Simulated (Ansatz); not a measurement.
Methylamine at its PBE0-D4/def2-TZVP geometry, where that method's forces vanish. Charge 0, multiplicity 1.

```xyz
7

C     0.1915    0.3716   -0.3848
N    -0.5905   -0.4620    0.5122
H     1.2799    0.2198   -0.3400
H    -0.0070    1.4235   -0.1669
H    -0.1273    0.1941   -1.4144
H    -0.3179   -0.3048    1.4739
H    -0.4288   -1.4422    0.3200
```

Problem. What forces (eV/Å) does PBE-D4/def2-TZVPP give on these atoms in Ansatz? (Estimate.)

Solution. Computed: 
```
C1   0.074  0.035 -0.041
N2  -0.389  0.079 -0.040
H3   0.256 -0.003 -0.021
H4  -0.034  0.221  0.034
H5  -0.058 -0.026 -0.217
H6   0.094  0.035  0.333
H7   0.057 -0.340 -0.047
```
